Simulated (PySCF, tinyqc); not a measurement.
CIS and TDHF on RHF in the sto-6g basis, frozen core, for BH, spin multiplicity 1, step by step. The lowest restricted solution is unstable here: a spin-polarised one lies 0.0074 hartree lower (PySCF). One step of it, computed by the program tinyqc.

Question. CIS matrix, triplets. A(ia,jb) = (e_a - e_i) d_ij d_ab - (ij|ab).

orbital energies (hartree): [-7.459446, -0.496782, -0.247638, 0.256564, 0.256564, 0.467515]

Two-electron integrals over orbitals (pq|rs), unique and non-zero (hartree); the lowest 1 orbital is frozen and left out:
```
(22|22) 0.498227    (32|22) -0.041639   (32|32) 0.109200    (33|22) 0.435760
(33|32) 0.036577    (33|33) 0.501116    (42|42) 0.073876    (43|42) 0.044554
(43|43) 0.048197    (44|22) 0.461362    (44|32) 0.071712    (44|33) 0.465267
(44|44) 0.587109    (52|52) 0.073876    (53|52) 0.044554    (53|53) 0.048197
(54|54) 0.031641    (55|22) 0.461362    (55|32) 0.071712    (55|33) 0.465267
(55|44) 0.523827    (55|55) 0.587109    (62|22) -0.039133   (62|32) -0.042145
(62|33) 0.003314    (62|44) -0.091494   (62|55) -0.091494   (62|62) 0.107845
(63|22) -0.017591   (63|32) 0.096396    (63|33) 0.047920    (63|44) 0.073532
(63|55) 0.073532    (63|62) -0.061909   (63|63) 0.112931    (64|42) -0.031755
(64|43) -0.003359   (64|64) 0.028340    (65|52) -0.031755   (65|53) -0.003359
(65|65) 0.028340    (66|22) 0.511459    (66|32) -0.061345   (66|33) 0.460511
(66|44) 0.451546    (66|55) 0.451546    (66|62) -0.012111   (66|63) -0.036007
(66|66) 0.561593
```

Give: CIS matrix A, triplet.

Answer.

CIS matrix A, triplet (hartree), order 2>4, 2>5, 2>6, 3>4, 3>5, 3>6:
```
[[0.2920, 0.0000, 0.0000, -0.0717, 0.0000, 0.0000],
 [0.0000, 0.2920, 0.0000, 0.0000, -0.0717, 0.0000],
 [0.0000, 0.0000, 0.4528, 0.0000, 0.0000, 0.0613],
 [-0.0717, 0.0000, 0.0000, 0.0389, 0.0000, 0.0000],
 [0.0000, -0.0717, 0.0000, 0.0000, 0.0389, 0.0000],
 [0.0000, 0.0000, 0.0613, 0.0000, 0.0000, 0.2546]]
```
